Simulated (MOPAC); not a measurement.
MOPAC input (MNDO):

```
MNDO 1SCF UHF MS=0.5 GEO-OK AUX(PRECISION=9) THREADS=1
C2F3

C     0.01091998 1    0.21658882 1    0.95978002 1
C    -0.00015083 1    0.23216616 1   -0.35161891 1
F     0.00546660 1   -0.79615711 1    1.78204925 1
F     0.00746909 1    1.34330003 1   -1.06320299 1
F    -0.02011512 1   -0.84631291 1   -1.12428700 1
```

From the last part of the output:

```
                                                       MOPAC v23.2.5 Linux

          FINAL HEAT OF FORMATION =        -49.98482 KCAL/MOL =    -209.13648 KJ/MOL

          COSMO AREA              =         93.40 SQUARE ANGSTROMS
          COSMO VOLUME            =         75.64 CUBIC ANGSTROMS

          IONIZATION POTENTIAL    =         10.119753 EV
          ALPHA SOMO LUMO (EV)    =        -10.286 -0.714
          BETA  SOMO LUMO (EV)    =        -10.120 -2.971
          NO. OF ALPHA ELECTRONS  =         15
          NO. OF BETA  ELECTRONS  =         14
          MOLECULAR WEIGHT        =         81.0172         POINT GROUP:  Cs

          MOLECULAR DIMENSIONS (Angstroms)

            Atom       Atom       Distance
            F     4    F     3     3.55988
            F     5    C     1     2.10227
            C     2    F     4     0.00000

          SCF CALCULATIONS        =          1

   ATOM   CHEMICAL          X               Y               Z
  NUMBER   SYMBOL      (ANGSTROMS)     (ANGSTROMS)     (ANGSTROMS)

     1       C          0.01091998  *   0.21658882  *   0.95978002  *
     2       C         -0.00015083  *   0.23216616  *  -0.35161891  *
     3       F          0.00546660  *  -0.79615711  *   1.78204925  *
     4       F          0.00746909  *   1.34330003  *  -1.06320299  *
     5       F         -0.02011512  *  -0.84631291  *  -1.12428700  *

                             CARTESIAN COORDINATES

   1    C        0.010919980     0.216588820     0.959780020
   2    C       -0.000150830     0.232166160    -0.351618910
   3    F        0.005466600    -0.796157110     1.782049250
   4    F        0.007469090     1.343300030    -1.063202990
   5    F       -0.020115120    -0.846312910    -1.124287000

           Empirical Formula: C2 F3  =     5 atoms

      MOLECULAR POINT GROUP   :   Cs

          ALPHA EIGENVALUES
 -51.49083 -48.13581 -45.69413 -31.48282 -22.43391 -20.52693 -19.99546 -19.73471
 -17.79865 -17.64341 -17.44704 -16.94680 -16.73487 -11.72036 -10.28609  -0.71441
   1.82581   2.99530   3.62008   5.07467

           BETA EIGENVALUES
 -50.95092 -47.89568 -45.38652 -30.69023 -22.17638 -20.41291 -19.89245 -18.82425
 -17.60145 -17.20340 -16.89609 -16.64648 -16.51850 -10.11975  -2.97100   0.61821
   2.45523   3.42697   3.92801   5.30096

              NET ATOMIC CHARGES AND DIPOLE CONTRIBUTIONS

  ATOM NO.   TYPE          CHARGE      No. of ELECS.   s-Pop       p-Pop
    1          C           0.001940        3.9981     1.46899     2.52907
    2          C           0.365085        3.6349     1.15234     2.48258
    3          F          -0.088814        7.0888     1.86941     5.21940
    4          F          -0.111241        7.1112     1.87842     5.23282
    5          F          -0.166970        7.1670     1.88425     5.28272
 DIPOLE           X         Y         Z       TOTAL
 POINT-CHG.     0.010     0.710     0.102     0.717
 HYBRID        -0.025    -1.329    -1.001     1.664
 SUM           -0.015    -0.619    -0.900     1.092

          ATOMIC ORBITAL ELECTRON POPULATIONS

     Atom    s        px        py        pz
    1  C   1.46899   0.40434   1.22037   0.90437
    2  C   1.15234   0.98089   0.68295   0.81874
    3  F   1.86941   1.82236   1.65911   1.73794
    4  F   1.87842   1.89438   1.54340   1.79504
    5  F   1.88425   1.89812   1.58524   1.79935

                    (SZ)    =    0.500000
                    (S**2)  =    0.754465

          ATOMIC ORBITAL SPIN POPULATIONS

    Atom   Total    s     px     py     pz
         Atomic
    1  C  0.1293  0.013  0.161 -0.018 -0.027
    2  C  0.6660  0.037  0.604  0.012  0.013
    3  F  0.0592  0.002  0.061  0.002 -0.005
    4  F  0.0714  0.003  0.089 -0.015 -0.005
    5  F  0.0741  0.003  0.085 -0.012 -0.002

 **********************
 *                    *
 * JOB ENDED NORMALLY *
 *                    *
 **********************

 == MOPAC DONE ==
```
